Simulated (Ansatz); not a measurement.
C6H12, SMILES `CCC=C(C)C` at its PBE0-D4/def2-TZVP geometry, where that method's forces vanish. The species carries charge 0 and has multiplicity 1.

```csv
atom,x (Å),y (Å),z (Å)
C1,1.450,-1.346,-1.668
C2,0.021,-0.989,-1.270
C3,-0.064,0.352,-0.620
C4,-0.438,0.648,0.625
C5,-0.447,2.066,1.107
C6,-0.877,-0.354,1.646
H7,1.874,-0.587,-2.331
H8,1.488,-2.305,-2.190
H9,2.094,-1.411,-0.788
H10,-0.384,-1.768,-0.621
H11,-0.606,-0.987,-2.170
H12,0.240,1.184,-1.255
H13,-1.450,2.362,1.435
H14,-0.123,2.760,0.329
H15,0.212,2.190,1.974
H16,-1.905,-0.151,1.965
H17,-0.254,-0.281,2.544
H18,-0.832,-1.382,1.289
```

Question: For each bond, give half the difference of the two atoms' forces along it (eV/Å; positive pushes the atoms apart) under PBE-D4, r2SCAN-D4, B3LYP-D4, ωB97M-V in def2-TZVPP. (Estimate.)

Answer: The calculation gave: 
| bond | length (Å) | PBE-D4 | r2SCAN-D4 | B3LYP-D4 | ωB97M-V |
| --- | --- | --- | --- | --- | --- |
| C1–C2 | 1.526 | 0.03 | 0.14 | 0.19 | 0.14 |
| C1–H7 | 1.093 | 0.11 | -0.04 | -0.06 | -0.07 |
| C1–H8 | 1.093 | 0.09 | -0.04 | -0.07 | -0.08 |
| C1–H9 | 1.093 | 0.11 | -0.03 | -0.06 | -0.07 |
| C2–C3 | 1.493 | -0.17 | -0.02 | 0.13 | 0.26 |
| C2–H10 | 1.092 | 0.13 | -0.05 | -0.10 | -0.13 |
| C2–H11 | 1.097 | 0.12 | -0.03 | -0.09 | -0.14 |
| C3–C4 | 1.334 | 0.39 | 0.16 | -0.07 | -0.24 |
| C3–H12 | 1.090 | 0.05 | -0.06 | -0.12 | -0.09 |
| C5–H13 | 1.096 | 0.12 | -0.02 | -0.06 | -0.10 |
| C5–H14 | 1.091 | 0.11 | -0.03 | -0.07 | -0.08 |
| C6–H16 | 1.096 | 0.12 | -0.02 | -0.05 | -0.09 |
| C6–H17 | 1.095 | 0.12 | -0.02 | -0.06 | -0.09 |
| C6–H18 | 1.089 | 0.12 | -0.04 | -0.08 | -0.09 |

B3LYP here is the variant with VWN-RPA as its local correlation; programs differ in this.

Program: Ansatz 0.2.0.
